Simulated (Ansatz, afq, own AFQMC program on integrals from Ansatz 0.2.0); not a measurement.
# Al, doublet: AFQMC among the cluster methods

A free Al atom.

Basis def2-SVP. Noble-gas cores (and the filled d shells of Ga–Kr and In–Xe) are frozen. Ansatz 0.2.0 and our own AFQMC program on the same integrals; the CISD trial comes from CCSD amplitudes, and released means the phaseless constraint is let go. Free projection: walkers drawn from exp(T), propagated without any constraint. Its projection time is finite, and what remains of the start isn't in its error. ± is one standard error of the sampling.

Determinant: ROHF, the one that the program's search chose, which needn't be the lowest solution.

Full CI on the same integrals is exact in this basis and with this determinant's frozen core.

```
T1 diagnostic                               : 0.0234
weight of the determinant in the CISD state : 0.940
size of the correlated space                : 3 electrons in 13 orbitals
```

```csv
level,correlation energy (eV)
MP2,-0.8518
CCSD,-1.2492
CCSD(T),-1.2670
```

**Question.** Estimate where phaseless AFQMC with the Hartree–Fock trial lies against CCSD(T) on the same integrals.

**Answer.** 2.45 ± 0.43 mEh above CCSD(T).

Reference: full CI, correlation energy -1.274 eV. The released energy is read at 2.40 1/Eh (meV from the phaseless value at times in 1/Eh: -0.2 ± 0.4 at 0.24, -0.7 ± 0.4 at 0.51, -1.1 ± 0.4 at 0.99, -1.4 ± 0.3 at 1.62, -1.4 ± 0.3 at 2.40).

```
         level  E − E(reference) (mEh)  share of correlation (%)
       CCSD(T)                    0.27                     99.43
         CCSDT                    0.00                    100.00
      CCSDT(Q)                    0.00                    100.00
        CCSDTQ                    0.00                    100.00
   ph-AFQMC/HF             2.72 ± 0.43                     94.20
 ph-AFQMC/CISD             0.06 ± 0.02                     99.87
released AFQMC             0.01 ± 0.01                     99.98
    free AFQMC            0.01 ± 0.005                     99.99
```

CCSDT and higher add their correlation energy to the determinant of the CCSD(T) run, since their own runs factorise the integrals more tightly (a shift of under 2 meV). Free projections are given only where their last times agree within the noise and don't stop above the reference; a slow remainder of the start can still hide under it. A walk keeps the symmetry of its determinant, which the program's search chose and which needn't be the lowest solution, so a lower state of the same spin and another symmetry isn't excluded. Released energies are given only where the last usable release times agree within the noise; a slower fall can still hide under it.
